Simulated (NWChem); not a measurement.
Atomisation of ethane (C₂H₆)

```
C
H 1 1.1096
H 1 1.1096 2 107.16
H 1 1.1096 2 107.16 3 114.74
C 1 1.5281 2 111.69 3 -122.63
H 5 1.1096 1 111.69 2 -60.00
H 5 1.1096 6 107.16 1 122.63
H 5 1.1096 6 107.16 7 114.74
```
Charge 0, spin multiplicity 1.

Everything below was run with NWChem. The geometry was optimised at PBE/def2-SVP, a minimum by its harmonic frequencies.

Basis set: def2-TZVP. The atomisation energy is electronic alone: no zero-point, thermal, spin-orbit or counterpoise terms. No value is extrapolated to the basis-set limit. Free atoms are single determinants with multiplicities C 3, H 2. Correlated methods freeze the same cores in atoms and molecule, 2 orbitals in all.

No SCF solution was tested for a lower state. Open-shell Hartree-Fock references start from PBE0 orbitals. Coupled-cluster values serve here as a point of comparison, not as the truth.

Q: Order these methods by the atomisation energy they give, lowest first: HF, CCSD(T), TPSS, PBE0, M06-2X.

A: HF (548.3 kcal/mol), CCSD(T) (688.5 kcal/mol), M06-2X (708.6 kcal/mol), PBE0 (710.4 kcal/mol), TPSS (717.2 kcal/mol)
